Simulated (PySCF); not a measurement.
methanol cation (CH₄O), SMILES OC (connectivity only; charge and spin as stated), charge +1, multiplicity 2. Atoms are numbered in the order given.

```xyz
6

C     -0.0676    -0.6349     0.0000
O      0.1315     0.7051     0.0000
H      0.5763    -1.0473     0.8274
H      0.5763    -1.0473    -0.8274
H     -1.1007    -0.9733     0.0000
H     -0.6985     1.2366     0.0000
```
Charge +1, spin multiplicity 2.

Geometry optimised at ωB97X-D3(BJ)/def2-TZVP. The multiplicity is an assumed one; other spin states were not compared.

Method: PySCF with PBE/def2-TZVPD.

Gas-phase values at a fixed geometry.

Problem. Estimate the frontier levels, dipole moment and polarisability. (Estimate from the structure and the level; the computed values follow.)

Solution. 
```json
{
 "α spin, highest occupied and lowest empty level": "-15.96 and -6.85 eV",
 "β spin, highest occupied and lowest empty level": "-16.57 and -14.35 eV",
 "dipole_moment_about_the_centre_of_nuclear_charge": "1.43 D",
 "mean_static_polarisability": "18.2 bohr³ (2.70 Å³)",
 "polarisability_principal_values": "15.1, 15.4, 24.1 bohr³",
 "⟨S²⟩": "0.752 (pure state 0.75)"
}
```
